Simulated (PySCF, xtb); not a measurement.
F₂, SMILES FF.

Harmonic wavenumbers (cm⁻¹) from xtb 6.7.1 with GFN2-xTB at its own minimum, in rising order: 703.

Question: What does PBE-D3(BJ)/def2-TZVPD (PySCF 2.14.0) give at its own minimum? (An estimate is asked for; the answer gives what the named calculation found.)

Answer: 996. Paired by order, the mean absolute difference is 293 cm⁻¹ and the zero-point energies are 1.0 and 1.4 kcal/mol.
